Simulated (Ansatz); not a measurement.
Born–Oppenheimer molecular dynamics of C3H4FNO (10 atoms, charge 0, multiplicity 1). It starts at the highest image of a converged band. Of that band: Neighbouring images differ by up to 1.5 eV, so the band resolves the path poorly. A vibrational analysis at the climbing image gives one clearly imaginary mode, 1526i cm⁻¹: a first-order saddle point.

These are results of UKS PBE0/6-31G* in Ansatz, not measurements.

```yaml
ensemble: NVE (velocity Verlet)
time_step: 0.5 fs
steps_asked: 185
starting_velocities_drawn_for: 300 K
seed: 9407
```

First frame:

```xyz
10
Properties=species:S:1:pos:R:3
C -0.450 -1.461 0.089
C -0.064 -0.062 0.356
N 1.122 0.573 0.249
C 0.304 1.686 -0.233
F 0.418 2.892 0.309
O -0.870 0.989 0.081
H 0.321 -2.133 0.472
H -0.564 -1.637 -0.991
H -1.402 -1.698 0.572
H 1.267 0.799 -0.900
```

Problem. How far do the bonds stretch over the last three quarters of this one trajectory? (Pairs bonded in most of those frames.)

Solution. 
```csv
bond,mean (Å),spread (Å),shortest,longest
C1–C2,1.502,0.057,1.38,1.60
C1–H7,1.095,0.013,1.07,1.12
C1–H8,1.103,0.018,1.07,1.13
C1–H9,1.096,0.026,1.06,1.14
C2–N3,1.378,0.060,1.25,1.49
C2–O6,1.331,0.027,1.28,1.37
N3–C4,1.463,0.051,1.40,1.61
N3–H10,1.037,0.022,0.98,1.07
C4–F5,1.357,0.037,1.29,1.43
C4–O6,1.480,0.049,1.39,1.56
```

Mean temperature of the second half: 745 K. The conserved energy stayed within 0.17 meV per atom of its start (net change 0.061 meV per atom), so the integration is sound. The kinetic energy rose, since the run started high on the potential surface and went downhill. A run of 0.092 ps of so small a system gives no equilibrium averages. The orbitals were unrestricted but ended closed-shell.

Time of the run: 13 min on 2 threads of Intel(R) Xeon(R) Platinum 8223CL CPU @ 3.00GHz (Skylake/Cascade Lake), with other jobs on the host, peak memory 0.33 GiB.
